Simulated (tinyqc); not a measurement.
Inside a calculation (part 2 of 2). Method: G0W0 on RHF in the sto-6g basis, for BH2+, spin multiplicity 1. Computed by tinyqc, a small Python program that keeps every step (integrals from PySCF). Command: `OMP_NUM_THREADS=1 python tinyqc.py 23987 23988 out.jsonl` (the two numbers bound the seeds that draw the settings). One thread of a shared host (Intel(R) Xeon(R) Processor @ 2.60GHz), about 0.1 s of CPU time with the checks.

Geometry (angstrom):
```
atom         x          y         z
B     0.000000   0.000000  0.000000
H     0.000000   1.339000  0.449000
H     0.000000  -1.403000  0.471000
```

## Integrals over molecular orbitals

coefficients C:
```
              MO1        MO2        MO3        MO4       MO5        MO6        MO7
1B 1s    0.995435  -0.230219   0.016577   0.112491  0.000000  -0.165579  -0.024135
1B 2s    0.017570   0.734481  -0.062536  -0.483658  0.000000   0.804488   0.134927
1B 2px   0.000000   0.000000   0.000000   0.000000  1.000000   0.000000   0.000000
1B 2py   0.000257   0.036413   0.579592   0.006729  0.000000  -0.107384   1.030012
1B 2pz  -0.000047   0.065564  -0.000891   0.832007  0.000000   0.584422   0.065645
2H 1s   -0.002808   0.323577   0.381209   0.265823  0.000000  -0.625384  -0.854315
3H 1s   -0.002528   0.267332  -0.422040   0.287878  0.000000  -0.782511   0.644689
```

core Hamiltonian H = T + V (hartree):
```
             1B 1s      1B 2s     1B 2px     1B 2py     1B 2pz      2H 1s      3H 1s
1B 1s   -13.176740  -3.272039   0.000000  -0.001177  -0.008430  -0.520566  -0.446087
1B 2s    -3.272039  -4.098344   0.000000  -0.008843  -0.076657  -1.332665  -1.205198
1B 2px    0.000000   0.000000  -3.292667   0.000000   0.000000   0.000000   0.000000
1B 2py   -0.001177  -0.008843   0.000000  -3.440904  -0.002565  -1.233607   1.137538
1B 2pz   -0.008430  -0.076657   0.000000  -0.002565  -3.309353  -0.423076  -0.390711
2H 1s    -0.520566  -1.332665   0.000000  -1.233607  -0.423076  -2.526724  -0.133295
3H 1s    -0.446087  -1.205198   0.000000   1.137538  -0.390711  -0.133295  -2.444071
```

Given earlier and not repeated: Two-electron integrals (ij|kl) in chemists' order.

(pq|rs) = sum C_ip C_jq C_kr C_ls (ij|kl), one index at a time.

one-electron integrals over orbitals h = C^T H C (hartree):
```
            1          2          3          4          5          6          7
1  -13.167078   0.296120  -0.021816  -0.155008   0.000000   0.196919   0.028571
2    0.296120  -3.304227   0.000417   0.173162   0.000000  -0.496801  -0.100845
3   -0.021816   0.000417  -3.029823  -0.029472   0.000000   0.115507  -0.581761
4   -0.155008   0.173162  -0.029472  -3.157810   0.000000  -0.292659  -0.020489
5    0.000000   0.000000   0.000000   0.000000  -3.292667   0.000000   0.000000
6    0.196919  -0.496801   0.115507  -0.292659   0.000000  -2.668810  -0.002457
7    0.028571  -0.100845  -0.581761  -0.020489   0.000000  -0.002457  -2.656848
```

Two-electron integrals over orbitals (pq|rs), unique and non-zero (hartree):
```
(11|11) 2.904248    (21|11) -0.265828   (21|21) 0.039377    (22|11) 0.619017
(22|21) -0.009658   (22|22) 0.452948    (31|11) 0.019263    (31|21) -0.002281
(31|22) 0.002732    (31|31) 0.008709    (32|11) -0.004317   (32|21) 0.001434
(32|22) 0.020566    (32|31) 0.013463    (32|32) 0.133555    (33|11) 0.530911
(33|21) -0.003586   (33|22) 0.436739    (33|31) -0.001478   (33|32) -0.014630
(33|33) 0.459155    (41|11) 0.131333    (41|21) -0.018134   (41|22) 0.009704
(41|31) 0.001519    (41|32) -0.000061   (41|33) 0.004295    (41|41) 0.025324
(42|11) -0.092590   (42|21) 0.005946    (42|22) 0.002326    (42|31) -0.000326
(42|32) 0.002838    (42|33) 0.010921    (42|41) 0.014025    (42|42) 0.076192
(43|11) 0.012411    (43|21) -0.000635   (43|22) 0.006290    (43|31) -0.001623
(43|32) 0.030282    (43|33) -0.003574   (43|41) -0.001045   (43|42) -0.004783
(43|43) 0.034636    (44|11) 0.693234    (44|21) -0.010499   (44|22) 0.441912
(44|31) 0.000509    (44|32) -0.002948   (44|33) 0.414329    (44|41) -0.010333
(44|42) -0.078336   (44|43) 0.008406    (44|44) 0.555302    (51|51) 0.021963
(52|51) 0.022219    (52|52) 0.076765    (53|51) -0.001620   (53|52) -0.004209
(53|53) 0.017845    (54|51) -0.010482   (54|52) -0.030330   (54|53) 0.002562
(54|54) 0.038764    (55|11) 0.743139    (55|21) -0.009242   (55|22) 0.466956
(55|31) 0.000638    (55|32) -0.001649   (55|33) 0.420718    (55|41) 0.004203
(55|42) -0.047095   (55|43) 0.006801    (55|44) 0.498791    (55|55) 0.587109
(61|11) -0.192143   (61|21) 0.029708    (61|22) -0.004456   (61|31) -0.003536
(61|32) -0.001806   (61|33) -0.000837   (61|41) -0.004090   (61|42) 0.013487
(61|43) -0.000781   (61|44) -0.015107   (61|55) -0.005465   (61|61) 0.028395
(62|11) 0.195434    (62|21) -0.007048   (62|22) 0.050023    (62|31) -0.000508
(62|32) -0.007175   (62|33) 0.010541    (62|41) 0.013150    (62|42) -0.003252
(62|43) 0.003367    (62|44) 0.054449    (62|55) 0.100258    (62|61) 0.000947
(62|62) 0.085225    (63|11) -0.043039   (63|21) 0.001182    (63|22) -0.021558
(63|31) 0.001238    (63|32) -0.064536   (63|33) 0.002978    (63|41) -0.001001
(63|42) 0.005195    (63|43) -0.032922   (63|44) -0.015482   (63|55) -0.023068
(63|61) 0.000259    (63|62) -0.015636   (63|63) 0.082383    (64|11) 0.097063
(64|21) 0.000100    (64|22) 0.029542    (64|31) 0.000910    (64|32) 0.008081
(64|33) -0.000407   (64|41) 0.005602    (64|42) -0.004722   (64|43) 0.003013
(64|44) 0.045206    (64|55) 0.051045    (64|61) 0.003438    (64|62) 0.054189
(64|63) -0.017103   (64|64) 0.043432    (65|51) 0.015335    (65|52) 0.048077
(65|53) -0.005462   (65|54) -0.007784   (65|65) 0.038663    (66|11) 0.574588
(66|21) -0.007441   (66|22) 0.439895    (66|31) -0.001519   (66|32) -0.025570
(66|33) 0.444755    (66|41) 0.018845    (66|42) 0.047799    (66|43) -0.013784
(66|44) 0.400059    (66|55) 0.427801    (66|61) 0.004157    (66|62) 0.034590
(66|63) 0.015260    (66|64) 0.015740    (66|66) 0.496556    (71|11) -0.028347
(71|21) 0.005252    (71|22) 0.002044    (71|31) 0.012618    (71|32) 0.018867
(71|33) -0.002697   (71|41) -0.000872   (71|42) 0.001501    (71|43) -0.002868
(71|44) -0.001991   (71|55) -0.000754   (71|61) 0.001717    (71|62) -0.001631
(71|63) 0.002102    (71|64) 0.001693    (71|66) -0.002829   (71|71) 0.020274
(72|11) 0.040977    (72|21) -0.000847   (72|22) 0.007899    (72|31) 0.008674
(72|32) -0.007606   (72|33) 0.002641    (72|41) 0.001563    (72|42) -0.006425
(72|43) -0.030208   (72|44) 0.014629    (72|55) 0.020224    (72|61) -0.001915
(72|62) 0.012074    (72|63) 0.047310    (72|64) 0.007977    (72|66) 0.011839
(72|71) 0.012275    (72|72) 0.057849    (73|11) 0.225724    (73|21) -0.005387
(73|22) 0.053602    (73|31) -0.000235   (73|32) -0.010962   (73|33) 0.028119
(73|41) 0.000280    (73|42) -0.050665   (73|43) 0.003860    (73|44) 0.098043
(73|55) 0.114970    (73|61) -0.004785   (73|62) 0.072120    (73|63) -0.012196
(73|64) 0.046329    (73|66) 0.004996    (73|71) -0.001479   (73|72) 0.019017
(73|73) 0.108533    (74|11) 0.007152    (74|21) -0.000353   (74|22) -0.007491
(74|31) -0.007178   (74|32) -0.066457   (74|33) 0.008866    (74|41) 0.000900
(74|42) 0.001438    (74|43) -0.003542   (74|44) 0.003203    (74|55) 0.003195
(74|61) 0.001904    (74|62) 0.007839    (74|63) 0.043660    (74|64) -0.003346
(74|66) 0.016444    (74|71) -0.010369   (74|72) 0.007569    (74|73) 0.009091
(74|74) 0.052931    (75|51) 0.002259    (75|52) 0.008031    (75|53) 0.016003
(75|54) -0.001605   (75|65) 0.002978    (75|75) 0.019095    (76|11) -0.000896
(76|21) 0.000535    (76|22) 0.018040    (76|31) 0.009076    (76|32) 0.110958
(76|33) -0.015118   (76|41) 0.002086    (76|42) 0.008250    (76|43) 0.043491
(76|44) -0.005266   (76|55) 0.000771    (76|61) -0.000429   (76|62) 0.001206
(76|63) -0.077774   (76|64) 0.011410    (76|66) -0.023528   (76|71) 0.012825
(76|72) -0.034706   (76|73) -0.011689   (76|74) -0.056243   (76|76) 0.120195
(77|11) 0.627068    (77|21) -0.007971   (77|22) 0.452472    (77|31) 0.003103
(77|32) 0.031506    (77|33) 0.457917    (77|41) 0.003881    (77|42) -0.003191
(77|43) 0.012365    (77|44) 0.444944    (77|55) 0.446748    (77|61) -0.005961
(77|62) 0.013780    (77|63) -0.027153   (77|64) 0.004062    (77|66) 0.448863
(77|71) 0.002727    (77|72) -0.005077   (77|73) 0.035349    (77|74) -0.015474
(77|76) 0.028626    (77|77) 0.499480
```

## Screening: direct RPA

orbital energies (hartree): MO1 -8.011062, MO2 -0.912698, MO3 -0.777632, MO4 -0.195014, MO5 -0.147615, MO6 0.053663, MO7 0.231411

With D = e_a - e_i and K = (ia|jb): diagonalise D^(1/2) (D + 4K) D^(1/2) = Z w^2 Z^T; X + Y = D^(1/2) Z w^(-1/2), each column of Z with its largest component positive (the first on a tie); E_c = (sum w - tr (D + 2K)) / 2.

D^(1/2) (D + 4K) D^(1/2) (hartree^2):
```
           1>4        1>5        1>6        1>7        2>4        2>5        2>6        2>7
1>4  61.882362   0.000000  -0.129882  -0.027993   0.132866   0.000000   0.144564   0.018700
1>5   0.000000  62.524636   0.000000   0.000000   0.000000   0.217997   0.000000   0.000000
1>6  -0.129882   0.000000  65.955802   0.055988   0.129787   0.000000   0.010571  -0.023268
1>7  -0.027993   0.000000   0.055988  68.606792   0.014607   0.000000  -0.018412   0.150777
2>4   0.132866   0.000000   0.129787   0.014607   0.733799   0.000000  -0.010834  -0.023287
2>5   0.000000   0.217997   0.000000   0.000000   0.000000   0.820281   0.000000   0.000000
2>6   0.144564   0.000000   0.010571  -0.018412  -0.010834   0.000000   1.263289   0.050785
2>7   0.018700   0.000000  -0.023268   0.150777  -0.023287   0.000000   0.050785   1.573730
3>4  -0.008918   0.000000  -0.006774  -0.025136  -0.012371   0.000000   0.010106  -0.098653
3>5   0.000000  -0.014420   0.000000   0.000000   0.000000  -0.011690   0.000000   0.000000
3>6  -0.010211   0.000000   0.002680   0.022006   0.016050   0.000000  -0.056059   0.184554
3>7   0.003141   0.000000  -0.054596  -0.017066  -0.172460   0.000000   0.284867   0.081731

           3>4        3>5        3>6        3>7
1>4  -0.008918   0.000000  -0.010211   0.003141
1>5   0.000000  -0.014420   0.000000   0.000000
1>6  -0.006774   0.000000   0.002680  -0.054596
1>7  -0.025136   0.000000   0.022006  -0.017066
2>4  -0.012371   0.000000   0.016050  -0.172460
2>5   0.000000  -0.011690   0.000000   0.000000
2>6   0.010106   0.000000  -0.056059   0.284867
2>7  -0.098653   0.000000   0.184554   0.081731
3>4   0.420163   0.000000  -0.091646   0.011839
3>5   0.000000   0.441893   0.000000   0.000000
3>6  -0.091646   0.000000   0.964992  -0.044681
3>7   0.011839   0.000000  -0.044681   1.456225
```

excitation energies w (hartree): 0.632929  0.664478  0.829537  0.905466  0.952711  1.040082  1.260197  1.320838  7.866307  7.907301  8.121516  8.283024

X + Y:
```
             1         2          3          4          5          6          7          8
1>4   0.000312  0.000000  -0.005678   0.000000  -0.000664  -0.006663   0.001059  -0.002438
1>5   0.000000  0.000427   0.000000  -0.010427   0.000000   0.000000   0.000000   0.000000
1>6   0.000187  0.000000  -0.005221   0.000000  -0.000689  -0.002847  -0.000566   0.002375
1>7   0.000622  0.000000  -0.000639   0.000000   0.001027  -0.000113  -0.005330  -0.002448
2>4   0.034446  0.000000   0.891837   0.000000   0.049969   0.190687   0.059970  -0.096912
2>5   0.000000  0.033025   0.000000   0.918776   0.000000   0.000000   0.000000   0.000000
2>6  -0.005816  0.000000  -0.122132   0.000000   0.141199   0.780967  -0.284764   0.387588
2>7   0.083864  0.000000   0.020881   0.000000  -0.320920   0.049238   0.732234   0.524218
3>4   0.947796  0.000000  -0.020192   0.000000  -0.088680   0.002260  -0.065898  -0.023656
3>5   0.000000  0.973263   0.000000  -0.025672   0.000000   0.000000   0.000000   0.000000
3>6   0.158549  0.000000  -0.057712   0.000000   0.873205  -0.073522   0.247525   0.050433
3>7  -0.004409  0.000000   0.278218   0.000000   0.069470  -0.522946  -0.395234   0.589454

             9         10         11         12
1>4   0.996286   0.000000  -0.031025  -0.004437
1>5   0.000000   0.997217   0.000000   0.000000
1>6   0.032109   0.000000   0.995767   0.021040
1>7   0.003981   0.000000  -0.021616   0.997309
2>4   0.000676   0.000000   0.000571   0.000073
2>5   0.000000   0.001099   0.000000   0.000000
2>6   0.000837   0.000000   0.000033  -0.000096
2>7   0.000118   0.000000  -0.000158   0.000833
3>4  -0.000041   0.000000  -0.000024  -0.000099
3>5   0.000000  -0.000066   0.000000   0.000000
3>6  -0.000054   0.000000   0.000012   0.000106
3>7   0.000010   0.000000  -0.000299  -0.000095
```

RPA correlation energy = -0.05964793 hartree

## G0W0 on Hartree-Fock: HOMO

W(p,q,m) = sqrt2 sum_ia (pq|ia) (X+Y)_ia,m; Sigma_c(x) = sum_(i,m) W^2/(x - e_i + w_m) + sum_(a,m) W^2/(x - e_a - w_m); solve x = e_p + Sigma_c(x) by Newton steps; Z = 1/(1 - dSigma/dx); 1 hartree = 27.211386 eV.

The 12 largest terms at x = e_p (hartree; W for the signs of X + Y given):
```
q  m          W       term
7  8   0.150037  -0.009662
2  5  -0.082321   0.006230
6  7   0.094435  -0.004264
6  5   0.080443  -0.003627
7  7  -0.078926  -0.002745
4  7  -0.049932  -0.001353
4  1   0.035173  -0.001018
2  1   0.025499   0.000847
3  8   0.030003   0.000682
3  3   0.022928   0.000634
4  5  -0.030578  -0.000609
7  3  -0.032173  -0.000563
```

Newton steps (hartree):
```
step          x  Sigma_c(x)         Z
0     -0.777632   -0.015468  0.978831
1     -0.792773   -0.015140  0.978757
2     -0.792773   -0.015140  0.978757
```

quasiparticle energy of the HOMO = -21.572440 eV

Hartree-Fock value = -21.160448 eV

## G0W0 on Hartree-Fock: LUMO

As before.

The 12 largest terms at x = e_p (hartree; W for the signs of X + Y given):
```
q  m          W       term
4  8   0.131763  -0.013144
4  3  -0.067978  -0.005571
4  7  -0.074414  -0.004394
2  3   0.076034   0.003736
6  8   0.073550  -0.003447
7  5   0.053466  -0.002073
2  8  -0.058701   0.001690
5  4  -0.039348  -0.001625
2  6   0.053235   0.001612
6  7  -0.046133  -0.001410
3  7  -0.049932   0.001353
3  1   0.035173   0.001018
```

Newton steps (hartree):
```
step          x  Sigma_c(x)         Z
0     -0.195014   -0.022917  0.966247
1     -0.217157   -0.022153  0.967077
2     -0.217167   -0.022153  0.967077
```

quasiparticle energy of the LUMO = -5.909404 eV

Hartree-Fock value = -5.306593 eV
